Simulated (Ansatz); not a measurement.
Density of states of NaWO3 (Pm-3m, a = 3.876 Å, b = 3.876 Å, c = 3.876 Å, α = 90.00°, β = 90.00°, γ = 90.00°), in states per eV and primitive cell, averaged over bins of 0.3 eV. Computed with Ansatz 0.2.0, DFT r2SCAN, scalar-relativistic, plane waves, PAW.

Settings: cutoff 500 eV, Γ-centred mesh 10×10×10 on the computed 5-atom cell, Gaussian smearing of 0.10 eV; no spin polarisation.

The cell is relaxed at this level. The states (both spins) are summed by tetrahedra on a 15×15×15 mesh at the self-consistent density. Energies are bin centres; the table starts no lower than −8 eV and ends at 6 eV, or lower where the solved bands end.

It is a metal at this level.

| E − E_F (eV) | total | O 2p | W 5d | Na 3s | O 2s |
| --- | --- | --- | --- | --- | --- |
| -7.90 | 3.03 | 2.11 | 0.77 | 0.03 | 0.04 |
| -7.60 | 2.75 | 1.94 | 0.68 | 0.03 | 0.03 |
| -7.30 | 2.91 | 2.10 | 0.68 | 0.03 | 0.03 |
| -7.00 | 3.27 | 2.42 | 0.72 | 0.02 | 0.04 |
| -6.70 | 3.72 | 2.79 | 0.80 | 0.02 | 0.03 |
| -6.40 | 4.43 | 3.50 | 0.80 | 0.01 | 0.03 |
| -6.10 | 2.10 | 1.71 | 0.31 | 0.00 | 0.02 |
| -5.80 | 1.95 | 1.64 | 0.22 | 0.01 | 0.02 |
| -5.50 | 1.80 | 1.53 | 0.18 | 0.03 | 0.02 |
| -5.20 | 2.79 | 2.50 | 0.16 | 0.05 | 0.03 |
| -4.90 | 3.39 | 3.10 | 0.17 | 0.03 | 0.03 |
| -4.60 | 4.42 | 4.13 | 0.17 | 0.02 | 0.03 |
| -4.30 | 5.24 | 5.03 | 0.10 | 0.01 | 0.02 |
| -4.00 | 2.66 | 2.59 | 0.02 | 0.01 | 0.01 |
| -3.70 | 2.34 | 2.30 | 0.01 | 0.00 | 0.00 |
| -3.40 | 2.17 | 2.15 | 0.00 | 0.00 | 0.00 |
| -3.10 | 0.00 | 0.00 | 0.00 | 0.00 | 0.00 |
| -2.80 | 0.00 | 0.00 | 0.00 | 0.00 | 0.00 |
| -2.50 | 0.00 | 0.00 | 0.00 | 0.00 | 0.00 |
| -2.20 | 0.00 | 0.00 | 0.00 | 0.00 | 0.00 |
| -1.90 | 0.00 | 0.00 | 0.00 | 0.00 | 0.00 |
| -1.60 | 0.00 | 0.00 | 0.00 | 0.00 | 0.00 |
| -1.30 | 0.38 | 0.02 | 0.36 | 0.00 | 0.00 |
| -1.00 | 0.57 | 0.05 | 0.51 | 0.00 | 0.00 |
| -0.70 | 0.71 | 0.10 | 0.60 | 0.00 | 0.00 |
| -0.40 | 0.78 | 0.14 | 0.63 | 0.00 | 0.00 |
| -0.10 | 0.93 | 0.19 | 0.72 | 0.01 | 0.00 |
| 0.20 | 1.03 | 0.23 | 0.77 | 0.01 | 0.00 |
| 0.50 | 1.23 | 0.30 | 0.89 | 0.01 | 0.00 |
| 0.80 | 1.40 | 0.37 | 0.98 | 0.02 | 0.00 |
| 1.10 | 1.77 | 0.50 | 1.20 | 0.02 | 0.00 |
| 1.40 | 2.38 | 0.70 | 1.57 | 0.03 | 0.00 |
| 1.70 | 3.39 | 1.04 | 2.19 | 0.06 | 0.00 |
| 2.00 | 1.94 | 0.58 | 1.22 | 0.06 | 0.00 |
| 2.30 | 1.45 | 0.43 | 0.89 | 0.05 | 0.00 |
| 2.60 | 1.18 | 0.36 | 0.71 | 0.04 | 0.00 |
| 2.90 | 0.94 | 0.27 | 0.52 | 0.07 | 0.02 |
| 3.20 | 0.12 | 0.00 | 0.01 | 0.07 | 0.03 |
| 3.50 | 0.57 | 0.02 | 0.28 | 0.11 | 0.12 |
| 3.80 | 0.78 | 0.04 | 0.40 | 0.12 | 0.16 |
| 4.10 | 0.93 | 0.07 | 0.46 | 0.15 | 0.18 |
| 4.40 | 1.13 | 0.10 | 0.55 | 0.17 | 0.21 |
| 4.70 | 1.31 | 0.13 | 0.63 | 0.20 | 0.23 |
| 5.00 | 1.09 | 0.14 | 0.45 | 0.23 | 0.17 |
| 5.30 | 1.11 | 0.15 | 0.40 | 0.27 | 0.16 |
| 5.60 | 1.24 | 0.17 | 0.37 | 0.42 | 0.14 |

The columns after the total are the main Löwdin projections on the occupied valence shells of the potentials; 2 others are left out. The rest of the total lies in those, in shells that are empty in the free atom, which aren't projected, and between the atoms.

Spin-orbit coupling is left out, which matters for the bands of heavy elements. Spin polarisation was left out, and a magnetic state may lie lower.

Symmetry holds off the tilts and polar distortions that many cubic perovskites undergo.

Cost: 1 run of about 1.4 core-minutes, on Arm Neoverse V1 (shared hosts).